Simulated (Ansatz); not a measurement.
C3H5NS can be A, `C=NC(C)=S`, or B, `CC1N=C1S`.

Isolated molecules relaxed with PBE0-D4/def2-TZVP in Ansatz; ΔE leaves out vibrations. CBS: MP2 limit from def2 TZ/QZ plus the TZ coupled-cluster correction, frozen cores. DFT in def2-TZVPP. B3LYP here is the variant with VWN-RPA as its local correlation; programs differ in this. Each species was taken in one conformer, which may not be the lowest.

(1) Which isomer does CCSD(T)/CBS put lower? Give the gap. (An estimate is asked.)

(2) Give E(B) − E(A) in kJ/mol with CCSD(T)/def2-TZVPP, PBE-D4, CCSD/def2-TZVPP, MP2/def2-TZVPP, HF/def2-TZVPP, r2SCAN-D4, B3LYP. (Best estimate.)

Largest T1 diagnostic: 0.017.

Answers

(1) Ansatz gave: A, by 79.5 kJ/mol.

(2) Ansatz gave: CCSD(T)/def2-TZVPP 77.6, PBE-D4 73.0, CCSD/def2-TZVPP 75.9, MP2/def2-TZVPP 68.0, HF/def2-TZVPP 92.4, r2SCAN-D4 76.0, B3LYP 87.0. None reverses the order clearly.

From PBE to PBE0 (25 % exact exchange), in def2-TZVPP and without D4, E(B) − E(A) moves by −3.8 kJ/mol. In def2-TZVPP, CCSD(T) changes the Hartree–Fock value by −14.7 kJ/mol (the triples alone add +1.7 kJ/mol) and MP2 by −24.4 kJ/mol.
